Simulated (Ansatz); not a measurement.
# CH₆AlSi+ (SMILES [CH3][AlH][SiH2+]): single points off equilibrium

One table from this session's results is given with a row withheld; the runs are named, their logs left out.

Program: Ansatz 0.2.0, Gaussian basis. Level of theory: single points in def2-TZVPP. These are calculated values, not measurements.

Correlated methods freeze the cores.

## Starting geometry

SMILES `[CH3][AlH][SiH2+]`, 9 atoms, charge 1, spin multiplicity 1.

Atoms are counted from 1 here; the program's logs count them from 0.

Bond lengths: C1–Al2 2.059 Å, C1–H4 1.127 Å, C1–H5 1.204 Å, C1–H6 1.122 Å, Al2–Si3 2.603 Å, Al2–H7 1.627 Å, Si3–H8 1.541 Å, Si3–H9 1.521 Å. Angles: Al2–C1–H4 112.6°, Al2–C1–H5 106.2°, Al2–C1–H6 115.5°, H4–C1–H5 103.6°, H4–C1–H6 113.2°, H5–C1–H6 104.3°, C1–Al2–Si3 142.1°, C1–Al2–H7 128.5°, Si3–Al2–H7 89.3°, Al2–Si3–H8 102.7°, Al2–Si3–H9 152.2°, H8–Si3–H9 105.1°.

Geometry (Å):

```xyz
9

C    -0.8761    1.6008   -0.9259
Al    0.2102   -0.0451   -0.3350
Si    0.5025   -1.7121    1.6421
H    -1.9723    1.3728   -1.0564
H    -0.5062    1.8637   -2.0411
H    -0.6860    2.5395   -0.3419
H     1.3991   -0.8153   -1.1355
H     1.6075   -2.6551    1.1289
H     0.1861   -2.2021    3.0470
```

Set-up of the first run:

Contents of run/in.yaml:

```yaml
crystal:
  periodic: [false, false, false]
  atoms:
    - {symbol: C, position_ang: [-0.876100, 1.600800, -0.925900]}
    - {symbol: Al, position_ang: [0.210200, -0.045100, -0.335000]}
    - {symbol: Si, position_ang: [0.502500, -1.712100, 1.642100]}
    - {symbol: H, position_ang: [-1.972300, 1.372800, -1.056400]}
    - {symbol: H, position_ang: [-0.506200, 1.863700, -2.041100]}
    - {symbol: H, position_ang: [-0.686000, 2.539500, -0.341900]}
    - {symbol: H, position_ang: [1.399100, -0.815300, -1.135500]}
    - {symbol: H, position_ang: [1.607500, -2.655100, 1.128900]}
    - {symbol: H, position_ang: [0.186100, -2.202100, 3.047000]}
basis:
  gaussian: {orbitals: def2-TZVPP}
total_charge: 1
correlation: {method: ccsd_t}
output: {forces: true}
```

No record of the launch command was kept for these runs.

Among the steps run: CCSD(T)/def2-TZVPP; PBE0-D4/def2-TZVPP; wB97M-V/def2-TZVPP; r2SCAN-D4/def2-TZVPP; PBE-D4/def2-TZVPP; wB97X-V/def2-TZVPP; BHLYP-D4/def2-TZVPP.

One of the session's tables, all rows but one given; the rest of the session is left out.

| method | RMS force component (eV/Å) | angle to CCSD(T) forces (°) |
| --- | --- | --- |
| CCSD(T) | 0.840 | reference |
| PBE0-D4 | 0.838 | 4.7 |
| wB97M-V | 0.885 | 2.7 |
| r2SCAN-D4 | 0.833 | 4.5 |
| PBE-D4 | 0.747 | 9.4 |
| wB97X-V | ? | ? |
| BHLYP-D4 | 0.955 | 4.0 |

Q: Estimate the row for wB97X-V from the others.

The run gave: RMS force component (eV/Å): 0.857; angle to CCSD(T) forces (°): 2.9. In the column «RMS force component (eV/Å)» it lies between CCSD(T) (0.840) and wB97M-V (0.885).
